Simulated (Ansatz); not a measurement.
# BF+ (doublet): the correlation ladder, 6-31G

How much of the correlation energy of BF+ (doublet) does each wave-function method recover here?

Computed with Ansatz 0.2.0, Gaussian basis. Level: 6-31G, core rule «outside noble gas», up to 2 orbitals frozen.

To be run: UHF; CCSD(T) on ROHF; CCSD(T) on UHF; BCCD(T) on ROHF; CISD; CCSDT(Q) on ROHF; CCSDT(Q) on UHF; CISDTQ; CCSDTQ on ROHF; CCSDTQ on UHF; CASSCF and MRCISD+Q, 9 electrons in 8 orbitals; CASSCF and NEVPT2, 9 electrons in 8 orbitals; Full CI.

7 further runs of the same task are left out: 1 that didn't finish, 6 set aside as unsound or not needed.

### Step 1. The system

The geometry is a PBE0/def2-TZVP stationary point (not a proven minimum) of the parent state, kept for this charge and spin.

2 atoms, charge 1, spin multiplicity 2.

Atoms are counted from 1 here; the program's logs count them from 0.

Bond lengths: B1–F2 1.263 Å.

### Step 2. UHF

Input file in.yaml:

```yaml
crystal:
  periodic: [false, false, false]
  atoms:
    - {symbol: B, position_ang: [0.000000, 0.000000, 0.000000]}
    - {symbol: F, position_ang: [0.000000, 0.000000, 1.263100]}
basis:
  gaussian: {orbitals: 6-31G}
total_charge: 1
magnetization: {spin_polarized: true, initial_magnetization: 1}
hamiltonian: {xc: hf}
output: {orbitals: {seedname: orbitals}}
```

Run with:

```
$ ansatz run in.yaml --threads 1 --pin off --events-out ev --progress --plain --max-ram 2393MiB
```

Further steps of the session: CCSD(T) on ROHF; CCSD(T) on UHF; BCCD(T) on ROHF; CISD; CCSDT(Q) on ROHF; CCSDT(Q) on UHF; CISDTQ; CCSDTQ on ROHF; CCSDTQ on UHF; CASSCF and MRCISD+Q, 9 electrons in 8 orbitals; CASSCF and NEVPT2, 9 electrons in 8 orbitals; Full CI.

Before running them: what should the planned runs give, taken together? Wanted: FCI below the RHF energy; RMP2 from FCI; UMP2 from FCI; RCCSD from FCI; RCCSD(T) from FCI; UCCSD(T) from FCI; RCCSDT(Q) from FCI; UCCSDT(Q) from FCI; NEVPT2 valence from FCI.

As calculated:

| quantity | value |
| --- | --- |
| FCI below the RHF energy | -4.4535 eV |
| RMP2 from FCI | +166.9 meV |
| UMP2 from FCI | +143.6 meV |
| RCCSD from FCI | +156.6 meV |
| RCCSD(T) from FCI | +19.4 meV |
| UCCSD(T) from FCI | +19.5 meV |
| RCCSDT(Q) from FCI | +2.9 meV |
| UCCSDT(Q) from FCI | -6.0 meV |
| NEVPT2 valence from FCI | +330.0 meV |
| MRCISD+Q valence from FCI | +45.5 meV |
| levels within 1 kcal/mol (43 meV) | RCCSD(T), UCCSD(T), BCCD(T), RCCSDT, UCCSDT, CISDTQ, RCCSDT(Q), UCCSDT(Q), RCCSDTQ, UCCSDTQ |
| T1 diagnostic | 0.029 |
| effectively unpaired electrons | 1.03 |

What this shows: RCCSD(T) lands +19.4 meV from the yardstick (0.4 % of the correlation energy). UCCSDT(Q), RCCSDTQ, UCCSDTQ fall below full CI: unrestricted runs freeze a spin-polarised core, another one than full CI's, and coupled cluster isn't variational. One determinant dominates. Of the multireference levels listed MRCISD+Q valence comes nearest in total energy (+45.5 meV), which doesn't show that its space is the better one. These misses are within one basis, not against nature; the frozen cores of restricted and unrestricted runs differ, which can shift their rows.
